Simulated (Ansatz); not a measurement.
`O=CC(F)(F)Cl` + ethylene → `C=CC(F)(F)Cl` + `C=O`  (formal exchange of groups at a C–C bond)

Computed with Ansatz on PBE0-D4/def2-TZVP structures; ΔE is electronic, products minus reactants. CBS: MP2 limit from def2 TZ/QZ plus the TZ coupled-cluster correction, frozen cores. This one scheme is used for every species. Functionals use def2-TZVPP. Each species was taken in one conformer, which may not be the lowest.

```tsv
level	ΔE (kJ/mol)	difference from CCSD(T)/CBS
LDA (SPW92)	-4.8	4.3
B97M-V	-6.2	2.9
r2SCANh-D4	-5.4	3.7
r2SCAN0-D4	-6.6	2.5
BHLYP-D4	-9.2	-0.1
ωB97M-V	-7.4	1.7
B2PLYP	-6.8	2.3
PBE	-3.0	6.1
PBE0	-5.5	3.6
r2SCANh	-4.9	4.2
r2SCAN0	-6.1	3.0
CCSD/def2-SVP	-11.0	-1.9
CCSD(T)/def2-SVP	-10.7	-1.6
MP2/def2-TZVPP	-9.9	-0.8
SCS-MP2/def2-QZVPP	-9.8	-0.7
MP2/CBS(def2)	-10.5	-1.4
CCSD(T)/CBS	-9.1	0
```

Largest T1 diagnostic among the species: 0.015.

Leaving LDA and LC-ωPBE aside and taking each functional with its dispersion term where it has one, the values, not all of them listed here, spread over 4.8 kJ/mol, from BHLYP-D4 to PBE-D4. From BLYP to BHLYP (50 % exact exchange), in def2-TZVPP and without D4, ΔE moves by −4.7 kJ/mol.
